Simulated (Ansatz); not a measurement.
Reaction (SMILES): [O]N=O → O=N[O-] (an electron is taken up)
B3LYP-D3(BJ)/def2-TZVP geometries, fixed; electronic energies without zero-point terms; positive where energy is released.

Basis-set convergence of the adiabatic electron affinity at B2PLYP with Ansatz (a program for electronic structure). All functions are spherical. Cores are frozen. Open shells are unrestricted. No added dispersion term, no relativity. Functions are those of the species that has most. Reference: the value in aug-pcseg-3, 2.115 eV, itself unsure by roughly 0.011 eV (its mean distance from aug-cc-pVQZ, def2-QZVPPD). Deviations are taken from unrounded values.

```csv
basis,functions,adiabatic electron affinity (eV)
cc-pVDZ,42,0.899
aug-cc-pVDZ,69,2.149
def2-SVP,42,1.052
def2-SVPD,66,2.083
pcseg-1,42,1.507
aug-pcseg-1,69,2.188
6-311G**,54,1.250
6-311+G**,66,2.095
cc-pVTZ,90,1.523
aug-cc-pVTZ,138,2.123
pcseg-2,90,1.956
aug-pcseg-2,138,2.116
def2-TZVPP,93,1.795
def2-TZVPPD,117,2.077
cc-pVQZ,165,1.812
aug-cc-pVQZ,240,2.124
def2-QZVPP,171,1.947
def2-QZVPPD,195,2.102
pcseg-3,180,2.049
aug-pcseg-3,255,2.115
```

What the diffuse functions change, pair by pair:
- cc-pVDZ to aug-cc-pVDZ: 27 more functions, deviation -1.216 to 0.034 eV
- def2-SVP to def2-SVPD: 24 more functions, deviation -1.063 to -0.032 eV
- pcseg-1 to aug-pcseg-1: 27 more functions, deviation -0.608 to 0.073 eV
- 6-311G** to 6-311+G**: 12 more functions, deviation -0.865 to -0.020 eV
- cc-pVTZ to aug-cc-pVTZ: 48 more functions, deviation -0.592 to 0.008 eV
- pcseg-2 to aug-pcseg-2: 48 more functions, deviation -0.159 to 0.001 eV
- def2-TZVPP to def2-TZVPPD: 24 more functions, deviation -0.320 to -0.038 eV
- cc-pVQZ to aug-cc-pVQZ: 75 more functions, deviation -0.303 to 0.009 eV
- def2-QZVPP to def2-QZVPPD: 24 more functions, deviation -0.168 to -0.013 eV
- pcseg-3 to aug-pcseg-3: 75 more functions, deviation -0.066 to 0.000 eV

Leaving out the reference's own pair, they bring the value nearer the reference by more than 0.011 eV in 9 of 9 pairs.
